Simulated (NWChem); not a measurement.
System: phosphine (PH3); SMILES P

Here is an NWChem input.

```
start job
memory heap 200 mb stack 900 mb global 1100 mb
geometry units angstroms noautosym nocenter noautoz
  P      0.000000     0.000000     0.133607
  H      0.402764    -1.119327    -0.642141
  H     -1.170747     0.210859    -0.642141
  H      0.767983     0.908467    -0.642141
end
basis spherical
  * library def2-svp
end
dft
  xc xwpbe 1.00 cpbe96 1.0 hfexch 1.00
  cam 0.3 cam_alpha 0.0 cam_beta 1.0
  iterations 150
  vectors input atomic output neutral.movecs
end
task dft energy
charge 1
dft
  odft
  mult 2
  vectors input atomic output cation.movecs
end
task dft energy
```

Output (shortened):

```
             Northwest Computational Chemistry Package (NWChem) 7.3.0
             --------------------------------------------------------

                             Geometry "geometry" -> ""
                             -------------------------

 Output coordinates in angstroms (scale by  1.889725989 to convert to a.u.)

  No.       Tag          Charge          X              Y              Z
 ---- ---------------- ---------- -------------- -------------- --------------
    1 P                   15.0000     0.00000000     0.00000000     0.13360700
    2 H                    1.0000     0.40276400    -1.11932700    -0.64214100
    3 H                    1.0000    -1.17074700     0.21085900    -0.64214100
    4 H                    1.0000     0.76798300     0.90846700    -0.64214100

 Effective nuclear repulsion energy (a.u.)      17.5381302066

  pbe96 is a nonlocal functional; adding pw91lda local functional.

                                 NWChem DFT Module
                                 -----------------

 Summary of "ao basis" -> "ao basis" (spherical)
 ------------------------------------------------------------------------------
       Tag                 Description            Shells   Functions and Types
 ---------------- ------------------------------  ------  ---------------------
 P                          def2-svp                 8       18   4s3p1d
 H                          def2-svp                 3        5   2s1p

            General Information
            -------------------
          SCF calculation type: DFT
          Wavefunction type:  closed shell.
          No. of atoms     :     4
          No. of electrons :    18
           Alpha electrons :     9
            Beta electrons :     9
          Charge           :     0
          Spin multiplicity:     1
          Use of symmetry is: off; symmetry adaption is: off
          Maximum number of iterations: 150
          AO basis - number of functions:    33
                     number of shells:    17
          Convergence on energy requested:  1.00D-06
          Convergence on density requested:  1.00D-05
          Convergence on gradient requested:  5.00D-04

              XC Information
              --------------
                     Hartree-Fock (Exact) Exchange  1.000
                     LC-wPBE(h)Exchange Functional  1.000
            Perdew 1991 LDA Correlation Functional  1.000 local
           PerdewBurkeErnz. Correlation Functional  1.000 non-local

           Range-Separation Parameters
           ---------------------------
           Alpha           :  0.00
           Beta            :  1.00
           Gamma           :  0.30
           Short-Range HF  :     F

             Grid Information
             ----------------
          Grid used for XC integration:  medium
          Radial quadrature: Mura-Knowles
          Angular quadrature: Lebedev.
          Tag              B.-S. Rad. Rad. Pts. Rad. Cut. Ang. Pts.
          ---              ---------- --------- --------- ---------
          P                   1.00       88           7.0       590
          H                   0.35       45           7.0       434
          Grid pruning is: on
          Number of quadrature shells:   223
          Spatial weights used:  Erf1

      Superposition of Atomic Density Guess
      -------------------------------------

 Sum of atomic energies:        -342.03549735

      Non-variational initial energy
      ------------------------------

 Total energy =    -342.245106
 1-e energy   =    -507.334048
 2-e energy   =     147.550812
 HOMO         =      -0.308612
 LUMO         =       0.108420

   convergence    iter        energy       DeltaE   RMS-Dens  Diis-err
 ---------------- ----- ----------------- --------- --------- ---------
 d= 0,ls=0.0,diis     1   -342.8820216823 -3.60D+02  7.22D-03  1.07D-01
 d= 0,ls=0.0,diis     2   -342.8937503884 -1.17D-02  1.51D-03  2.06D-03
 d= 0,ls=0.0,diis     3   -342.8941404532 -3.90D-04  4.03D-04  8.84D-05
 d= 0,ls=0.0,diis     4   -342.8941683884 -2.79D-05  1.93D-04  5.89D-06
 d= 0,ls=0.0,diis     5   -342.8941710421 -2.65D-06  4.71D-05  1.55D-07
 d= 0,ls=0.0,diis     6   -342.8941711410 -9.89D-08  1.06D-05  5.59D-09
 d= 0,ls=0.0,diis     7   -342.8941711440 -3.01D-09  1.41D-06  8.03D-10

         Total DFT energy =     -342.894171143975
      One electron energy =     -508.332679649118
           Coulomb energy =      172.071437510523
    Exchange-Corr. energy =      -24.171059212001
 Nuclear repulsion energy =       17.538130206622

 Numeric. integr. density =       17.999994878637

                       DFT Final Molecular Orbital Analysis
                       ------------------------------------

 Vector    7  Occ=2.000000D+00  E=-4.770500D-01
              MO Center=  1.3D-01, -3.2D-01, -3.3D-01, r^2= 1.7D+00
   Bfn.  Coefficient  Atom+Function         Bfn.  Coefficient  Atom+Function
  ----- ------------  ---------------      ----- ------------  ---------------
    19      0.369546  2 H  s                  9     -0.310158  1 P  py
    12     -0.258251  1 P  py                29     -0.189607  4 H  s
    20      0.183987  2 H  s                 24     -0.179939  3 H  s
     6      0.177823  1 P  py                 8      0.106341  1 P  px
    30     -0.094400  4 H  s                 25     -0.089587  3 H  s

 Vector    8  Occ=2.000000D+00  E=-4.770496D-01
              MO Center= -1.3D-01,  3.2D-01, -3.3D-01, r^2= 1.7D+00
   Bfn.  Coefficient  Atom+Function         Bfn.  Coefficient  Atom+Function
  ----- ------------  ---------------      ----- ------------  ---------------
    24     -0.322827  3 H  s                 29      0.317246  4 H  s
     8      0.310157  1 P  px                11      0.258251  1 P  px
     5     -0.177823  1 P  px                25     -0.160727  3 H  s
    30      0.157948  4 H  s                  9      0.106340  1 P  py
    12      0.088544  1 P  py                 6     -0.060968  1 P  py

 Vector    9  Occ=2.000000D+00  E=-3.677002D-01
              MO Center= -3.8D-07,  5.7D-07,  3.7D-01, r^2= 1.7D+00
   Bfn.  Coefficient  Atom+Function         Bfn.  Coefficient  Atom+Function
  ----- ------------  ---------------      ----- ------------  ---------------
    13      0.456057  1 P  pz                10      0.370766  1 P  pz
     4      0.362408  1 P  s                  3      0.327207  1 P  s
     2      0.214426  1 P  s                  7     -0.211652  1 P  pz
    19     -0.139276  2 H  s                 24     -0.139277  3 H  s
    29     -0.139277  4 H  s                 20     -0.098104  2 H  s

 Vector   10  Occ=0.000000D+00  E= 1.221907D-01
              MO Center= -8.8D-03, -1.7D-01, -1.2D-01, r^2= 3.1D+00
   Bfn.  Coefficient  Atom+Function         Bfn.  Coefficient  Atom+Function
  ----- ------------  ---------------      ----- ------------  ---------------
    20      1.026680  2 H  s                 12      0.975921  1 P  py
    25     -0.692158  3 H  s                 11     -0.590157  1 P  px
    30     -0.334504  4 H  s                 19      0.269541  2 H  s
     9      0.221713  1 P  py                24     -0.181719  3 H  s
     6     -0.138797  1 P  py                 8     -0.134074  1 P  px

 Vector   11  Occ=0.000000D+00  E= 1.221910D-01
              MO Center=  8.8D-03,  1.7D-01, -1.2D-01, r^2= 3.1D+00
   Bfn.  Coefficient  Atom+Function         Bfn.  Coefficient  Atom+Function
  ----- ------------  ---------------      ----- ------------  ---------------
    30     -0.992372  4 H  s                 11      0.975922  1 P  px
    25      0.785881  3 H  s                 12      0.590158  1 P  py
    29     -0.260535  4 H  s                  8      0.221712  1 P  px
    20      0.206493  2 H  s                 24      0.206323  3 H  s
     5     -0.138797  1 P  px                 9      0.134073  1 P  py

 Vector   12  Occ=0.000000D+00  E= 1.481719D-01
              MO Center= -1.0D-06,  2.1D-06, -7.5D-01, r^2= 4.2D+00
   Bfn.  Coefficient  Atom+Function         Bfn.  Coefficient  Atom+Function
  ----- ------------  ---------------      ----- ------------  ---------------
     4      1.765703  1 P  s                 20     -1.122181  2 H  s
    25     -1.122188  3 H  s                 30     -1.122187  4 H  s
    13     -1.076473  1 P  pz                 3      0.462076  1 P  s
     2      0.271355  1 P  s                 10     -0.168443  1 P  pz
     7      0.108283  1 P  pz                19     -0.056043  2 H  s

     Multipole analysis of the density
     ---------------------------------

     L   x y z        total         alpha         beta         nuclear
     -   - - -        -----         -----         ----         -------
     0   0 0 0     -0.000000     -9.000000     -9.000000     18.000000

     1   1 0 0      0.000002      0.000001      0.000001      0.000000
     1   0 1 0     -0.000004     -0.000001     -0.000001     -0.000002
     1   0 0 1     -0.376817     -0.261807     -0.261807      0.146798

     2   2 0 0    -10.848887     -9.214531     -9.214531      7.580174
     2   1 1 0     -0.000003     -0.000001     -0.000001      0.000000
     2   1 0 1     -0.000002     -0.000001     -0.000001      0.000000
     2   0 2 0    -10.848879     -9.214529     -9.214529      7.580179
     2   0 1 1      0.000004      0.000001      0.000001      0.000002
     2   0 0 2    -12.350261     -8.861995     -8.861995      5.373729

                                 NWChem DFT Module
                                 -----------------

            General Information
            -------------------
          SCF calculation type: DFT
          Wavefunction type:  spin polarized.
          No. of atoms     :     4
          No. of electrons :    17
           Alpha electrons :     9
            Beta electrons :     8
          Charge           :     1
          Spin multiplicity:     2
          Use of symmetry is: off; symmetry adaption is: off
          Maximum number of iterations: 150
          This is a Direct SCF calculation.
          AO basis - number of functions:    33
                     number of shells:    17
          Convergence on energy requested:  1.00D-06
          Convergence on density requested:  1.00D-05
          Convergence on gradient requested:  5.00D-04

              XC Information
              --------------
                     Hartree-Fock (Exact) Exchange  1.000
                     LC-wPBE(h)Exchange Functional  1.000
            Perdew 1991 LDA Correlation Functional  1.000 local
           PerdewBurkeErnz. Correlation Functional  1.000 non-local

           Range-Separation Parameters
           ---------------------------
           Alpha           :  0.00
           Beta            :  1.00
           Gamma           :  0.30
           Short-Range HF  :     F

             Grid Information
             ----------------
          Grid used for XC integration:  medium
          Radial quadrature: Mura-Knowles
          Angular quadrature: Lebedev.
          Tag              B.-S. Rad. Rad. Pts. Rad. Cut. Ang. Pts.
          ---              ---------- --------- --------- ---------
          P                   1.00       88           7.0       590
          H                   0.35       45           7.0       434
          Grid pruning is: on
          Number of quadrature shells:   223
          Spatial weights used:  Erf1

      Superposition of Atomic Density Guess
      -------------------------------------

 Sum of atomic energies:        -342.03549735

 Renormalizing density from      18.00 to     17

      Non-variational initial energy
      ------------------------------

 Total energy =    -329.999012
 1-e energy   =    -479.148823
 2-e energy   =     131.611681
 HOMO         =      -0.753656
 LUMO         =      -0.258707

   convergence    iter        energy       DeltaE   RMS-Dens  Diis-err
 ---------------- ----- ----------------- --------- --------- ---------
 d= 0,ls=0.0,diis     1   -342.4097914529 -3.60D+02  1.90D-02  3.02D-01
                                                     1.75D-02  3.23D-01
 d= 0,ls=0.0,diis     2   -342.4944759120 -8.47D-02  5.45D-03  2.95D-02
                                                     4.76D-03  2.64D-02
 d= 0,ls=0.0,diis     3   -342.5072888418 -1.28D-02  5.80D-04  2.67D-04
                                                     6.13D-04  3.46D-04
 d= 0,ls=0.0,diis     4   -342.5075505220 -2.62D-04  1.83D-04  2.27D-05
                                                     8.68D-05  6.16D-06
 d= 0,ls=0.0,diis     5   -342.5075688931 -1.84D-05  4.15D-05  7.90D-07
                                                     4.21D-05  7.68D-07
  Resetting Diis
 d= 0,ls=0.0,diis     6   -342.5075704721 -1.58D-06  2.51D-05  1.59D-07
                                                     2.83D-05  1.37D-07
 d= 0,ls=0.0,diis     7   -342.5075709320 -4.60D-07  6.05D-06  1.75D-08
                                                     5.05D-06  1.76D-08

         Total DFT energy =     -342.507570931988
      One electron energy =     -502.221338726681
           Coulomb energy =      166.055425198610
    Exchange-Corr. energy =      -23.879787610539
 Nuclear repulsion energy =       17.538130206622

 Numeric. integr. density =       16.999994889961

                    DFT Final Alpha Molecular Orbital Analysis
                    ------------------------------------------

 Vector    7  Occ=1.000000D+00  E=-7.791096D-01
              MO Center= -5.6D-03, -3.1D-01, -2.7D-01, r^2= 1.6D+00
   Bfn.  Coefficient  Atom+Function         Bfn.  Coefficient  Atom+Function
  ----- ------------  ---------------      ----- ------------  ---------------
    19      0.368217  2 H  s                  9     -0.332090  1 P  py
    12     -0.257641  1 P  py                24     -0.242705  3 H  s
     8      0.193301  1 P  px                 6      0.179913  1 P  py
    11      0.149966  1 P  px                29     -0.125510  4 H  s
     5     -0.104722  1 P  px                20      0.100669  2 H  s

 Vector    8  Occ=1.000000D+00  E=-7.791094D-01
              MO Center=  5.6D-03,  3.1D-01, -2.7D-01, r^2= 1.6D+00
   Bfn.  Coefficient  Atom+Function         Bfn.  Coefficient  Atom+Function
  ----- ------------  ---------------      ----- ------------  ---------------
    29      0.352716  4 H  s                  8      0.332090  1 P  px
    24     -0.285053  3 H  s                 11      0.257641  1 P  px
     9      0.193300  1 P  py                 5     -0.179913  1 P  px
    12      0.149965  1 P  py                 6     -0.104722  1 P  py
    30      0.096431  4 H  s                 25     -0.077933  3 H  s

 Vector    9  Occ=1.000000D+00  E=-7.340301D-01
              MO Center= -1.5D-06,  7.7D-07,  3.1D-01, r^2= 1.6D+00
   Bfn.  Coefficient  Atom+Function         Bfn.  Coefficient  Atom+Function
  ----- ------------  ---------------      ----- ------------  ---------------
    10      0.467470  1 P  pz                13      0.466420  1 P  pz
     3      0.363888  1 P  s                  7     -0.245297  1 P  pz
     2      0.187204  1 P  s                 19     -0.149789  2 H  s
    24     -0.149793  3 H  s                 29     -0.149791  4 H  s
     4      0.081070  1 P  s                  1      0.028373  1 P  s

 Vector   10  Occ=0.000000D+00  E=-1.719123D-01
              MO Center= -6.6D-02, -1.3D-01, -5.7D-02, r^2= 2.7D+00
   Bfn.  Coefficient  Atom+Function         Bfn.  Coefficient  Atom+Function
  ----- ------------  ---------------      ----- ------------  ---------------
    20      0.764761  2 H  s                 12      0.711270  1 P  py
    25     -0.663840  3 H  s                 11     -0.658973  1 P  px
    19      0.327291  2 H  s                 24     -0.284100  3 H  s
     9      0.220694  1 P  py                 8     -0.204467  1 P  px
    15      0.141821  1 P  d -1              17      0.131394  1 P  d  1

[...]
```

Level: LC-wPBE (HJS exchange hole, range parameter 0.3 per bohr)/def2-SVP, vertical spin-unrestricted ions. Coordinates come from a PBE0-D3(BJ)/def2-TZVP optimisation.
